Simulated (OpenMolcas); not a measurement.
# [NH4]+ (SMILES [NH4+]) at 6 levels

Wanted: a comparison of 6 runs (HF/STO-3G, B3LYP/STO-3G, PBE0/STO-3G, UB3LYP/STO-3G, MP2/STO-3G, CISD/STO-3G) of [NH4]+. 

The results are computed with OpenMolcas 26.06.

### 1 The structure to begin with

[NH4]+ has 5 atoms, charge +1, and is taken as a singlet. As SMILES, `[NH4+]`. The N1–H3 distance was set to 1.279 Å, away from the relaxed value.

Bond lengths: N1–H2 1.024 Å, N1–H4 1.024 Å, N1–H5 1.024 Å. Angles: H2–N1–H4 109.5°, H2–N1–H5 109.5°, H4–N1–H5 109.5°.

### 2 The energy at HF/STO-3G (run 1)

Input file run.input:

```
&GATEWAY
  BasLib = $CurrDir
  Coord
  5
  bohr
  N      0.45950014    -0.10212269    -0.11113857
  H      1.31615078    -0.94847433     1.40255095
  H     -1.83762638     0.40852099     0.44448248
  H      0.50472128    -1.29920750    -1.62981697
  H      1.39519803     1.53271718    -0.55065107
  Basis = STO-3G
  Group = NoSym

&SEWARD

&SCF
  Charge = 1
  Thresholds = 1e-10 1e-07 1e-07 1e-05
  PrOrbitals = 1 1
```

The basis set STO-3G is read from a file made from the Basis Set Exchange's data (not shown).

Run with:

```bash
$ export MOLCAS_MEM=1860
$ pymolcas run.input > run.log
```

What it wrote:

```text
--- Start Module: gateway ---
[...]
--- Stop Module: gateway /rc=_RC_ALL_IS_WELL_ ---
--- Start Module: seward ---
[...]
      Basis functions            9
--- Stop Module: seward /rc=_RC_ALL_IS_WELL_ ---
--- Start Module: scf ---
[...]
       Convergence after  11 Iterations
[...]
::    Total SCF energy                                -55.8303857493
[...]
      Total spin, S                                     0.0000000000
[...]
      Total electronic charge=   10.000000
      Total            charge=    1.000000
[...]
      Dipole Moment (debye):
      Origin of the operator (angstrom)=    0.2296   -0.0510   -0.0555
                   X= -4.9660E-01               Y=  1.1033E-01               Z=  1.2009E-01           Total=  5.2269E-01
      Center of Charge (angstrom)
[...]
--- Stop Module: scf /rc=_RC_ALL_IS_WELL_ ---
[...]
```

Run time: 1.1 s. Hardware: 1 thread of Intel Xeon 6975P-C (Granite Rapids), shared host; peak memory 0.37 GiB.

### 3 The energy at B3LYP/STO-3G (run 2)

Input file run.input:

```
* H4N Kohn-Sham DFT
>>> EXPORT MOLCAS_PRINT=2

&GATEWAY
 BasLib = $CurrDir
 Coord
 5
 bohr
 N      0.45950014    -0.10212269    -0.11113857
 H      1.31615078    -0.94847433     1.40255095
 H     -1.83762638     0.40852099     0.44448248
 H      0.50472128    -1.29920750    -1.62981697
 H      1.39519803     1.53271718    -0.55065107
 Basis = STO-3G
 Group = NoSym

&SEWARD
 GridInput
 Grid=UltraFine
 End of Grid

&SCF
 Charge = 1
 KSDFT = B3LYP
 Thresholds = 1e-10 1e-07 1e-07 1e-05
 PrOrbitals = 1 1
```

The basis set STO-3G is read from a file made from the Basis Set Exchange's data (not shown).

Run with:

```bash
$ export MOLCAS_MEM=1860
$ pymolcas run.input > run.log
```

What it wrote:

```text
--- Start Module: gateway ---
[...]
--- Stop Module: gateway /rc=_RC_ALL_IS_WELL_ ---
--- Start Module: seward ---
[...]
      Basis functions            9
--- Stop Module: seward /rc=_RC_ALL_IS_WELL_ ---
--- Start Module: scf ---
[...]
       Convergence after  12 Iterations
[...]
::    Total KS-DFT energy                             -56.1728397790
[...]
      Total spin, S                                     0.0000000000
[...]
      Total electronic charge=   10.000000
      Total            charge=    1.000000
[...]
      Dipole Moment (debye):
      Origin of the operator (angstrom)=    0.2296   -0.0510   -0.0555
                   X= -3.9770E-01               Y=  8.8342E-02               Z=  9.6172E-02           Total=  4.1859E-01
      Center of Charge (angstrom)
[...]
--- Stop Module: scf /rc=_RC_ALL_IS_WELL_ ---
[...]
```

Run time: 2.9 s. Hardware: 1 thread of Intel Xeon 6975P-C (Granite Rapids), shared host; peak memory 0.37 GiB.

Runs 3 to 5 aren't shown in full; the table further down has their settings and results.

### 4 A single-point energy at CISD/STO-3G (run 6)

Input file run.inp:

```
>>> EXPORT MOLCAS_PRINT=2

&GATEWAY
  BasLib=$CurrDir
  Coord
  5
  bohr
  N      0.45950014    -0.10212269    -0.11113857
  H      1.31615078    -0.94847433     1.40255095
  H     -1.83762638     0.40852099     0.44448248
  H      0.50472128    -1.29920750    -1.62981697
  H      1.39519803     1.53271718    -0.55065107
  Basis=STO-3G
  Group=NoSym

&SEWARD

&SCF
  Charge=1
  Thresholds=1e-10 1e-07 1e-07 1e-05
  PrOrbitals=1 1

&MOTRA
  Frozen=1

&GUGA
  Electrons=8
  Spin=1
  Inactive=4
  Active=0
  CIAll=1

&CPF
  SDCI
```

The basis set STO-3G is read from a file made from the Basis Set Exchange's data (not shown).

Run with:

```bash
$ export MOLCAS_MEM=1860
$ pymolcas run.inp > run.log
```

What it wrote:

```text
--- Start Module: gateway ---
[...]
--- Stop Module: gateway /rc=_RC_ALL_IS_WELL_ ---
[...]
      Basis functions            9
[...]
       Convergence after  11 Iterations
[...]
::    Total SCF energy                                -55.8303857493
[...]
      Total spin, S                                     0.0000000000
[...]
      *** WARNING: Default frozen orbitals is overwritten by user input.
      *** Default values:   1
[...]
--- Start Module: guga ---
[...]
--- Stop Module: guga /rc=_RC_ALL_IS_WELL_ ---
--- Start Module: cpf ---
[...]
      Active orbitals                            0       0
[...]
      Spin quantum number                      0.0
[...]
     FINAL CI ENERGY           -55.91882211
     FINAL CORRELATION ENERGY   -0.08843636  REFERENCE ENERGY     -55.83038575
[...]
     REL. CI ENERGY            -55.91882211
[...]
      Total electronic charge=   10.000000
      Total            charge=    1.000000
[...]
      Dipole Moment (debye):
      Origin of the operator (angstrom)=    0.2296   -0.0510   -0.0555
                   X= -3.2989E-01               Y=  7.3273E-02               Z=  7.9772E-02           Total=  3.4722E-01
      Quadrupole Moment (debye*angstrom):
[...]
--- Stop Module: cpf /rc=_RC_ALL_IS_WELL_ ---
[...]
```

Wall time 1.3 s (1 thread of Intel Xeon 6975P-C (Granite Rapids), shared host); peak memory 0.37 GiB.

### 5 The series

| run | level | integration grid | scramble | energy (Eh) | HOMO energy (eV) | LUMO energy (eV) | HOMO–LUMO gap (eV) | wall time |
| --- | --- | --- | --- | --- | --- | --- | --- | --- |
| 1 | HF/STO-3G | – | – | -55.830386 | -24.75 | 1.65 | 26.41 | 1.1 s |
| 2 | B3LYP/STO-3G | UltraFine | – | -56.172840 | -20.62 | -4.48 | 16.15 | 2.9 s |
| 3 | PBE0/STO-3G | UltraFine | – | -56.114461 | -20.92 | -3.98 | 16.94 | 2.3 s |
| 4 | UB3LYP/STO-3G | UltraFine | 0.25 | -56.172840 | -20.62 | -4.48 | 16.15 | 4.2 s |
| 5 | MP2/STO-3G | – | – | -55.899775 | -24.75 | 1.65 | 26.41 | 1.3 s |
| 6 | CISD/STO-3G | – | – | -55.918822 | -24.75 | 1.65 | 26.41 | 1.3 s |

### 6 Summary of results

| quantity | value |
| --- | --- |
| run 6: total energy | -55.91882 Eh |
| run 6: HOMO energy (Hartree–Fock orbitals) | -24.75 eV |
| run 6: LUMO energy (Hartree–Fock orbitals) | 1.65 eV |
| run 6: HOMO–LUMO gap (Hartree–Fock orbitals) | 26.41 eV |
| run 6: correlation energy (1 core orbital frozen) | -88.4 mEh |

In words: Below the HF energy at the same shape and in the same basis (STO-3G): MP2 -69.4 mEh; CISD -88.4 mEh. Over runs 1, 2, 3, 4 the HOMO–LUMO gap runs from 16.15 eV (B3LYP/STO-3G) to 26.41 eV (HF/STO-3G). Exact exchange widens orbital gaps. Totals of different functionals can't be ranked against each other. In runs 1, 2, 3, 4, 5, 6 the basis is minimal, so the values are rough. All runs together took 13 s, the longest 4.2 s.
